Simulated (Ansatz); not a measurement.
Rock-salt TiC, relaxed in Ansatz (plane waves) with several semilocal functionals. Each gives its own volume and its own bulk modulus:

```json
[
 {"level": "PBE-D3(BJ)", "V0 (Å³/atom)": "9.875", "bulk modulus B0 (GPa)": "265.2", "ln V0": "2.2900", "ln B0": "5.5805"},
 {"level": "r²SCAN+rVV10", "V0 (Å³/atom)": "10.083", "bulk modulus B0 (GPa)": "265.9", "ln V0": "2.3109", "ln B0": "5.5831"},
 {"level": "r²SCAN", "V0 (Å³/atom)": "10.132", "bulk modulus B0 (GPa)": "262.3", "ln V0": "2.3157", "ln B0": "5.5695"},
 {"level": "revPBE", "V0 (Å³/atom)": "10.305", "bulk modulus B0 (GPa)": "241.4", "ln V0": "2.3326", "ln B0": "5.4865"},
 {"level": "RPBE", "V0 (Å³/atom)": "10.356", "bulk modulus B0 (GPa)": "238.2", "ln V0": "2.3376", "ln B0": "5.4731"},
 {"level": "BLYP", "V0 (Å³/atom)": "10.502", "bulk modulus B0 (GPa)": "231.5", "ln V0": "2.3516", "ln B0": "5.4446"}
]
```

Q: Fit a straight line to ln B0 against ln V0. What does it predict for PBE-D4, whose volume is 9.973 Å³/atom?

A: With x = ln V0 and y = ln B0: means 2.32307 and 5.52288; Σ(Δx Δy) = -0.006285, Σ(Δx²) = 0.002412, so the slope is -2.61. At x = 2.2999 the line gives y = 5.52288 + (-2.61) × (2.2999 − 2.32307) = 5.5834, or 266.0 GPa. The run with PBE-D4 gives 259.4 GPa, -2.5 % from the line. The rows used scatter about it by up to 2.9 %, while the largest value lies 15 % above the smallest.

Measured: 240 GPa (measured, temperature not stated, no zero-point or thermal correction, our sources range from 235 to 268; as tabulated in Krasnenko and Brik (2013), arXiv:1306.3139).

Ansatz's density-functional and Hartree–Fock values are scalar-relativistic unless marked +SOC, with PAW data made under PBE.

Ansatz is a first-principles code.
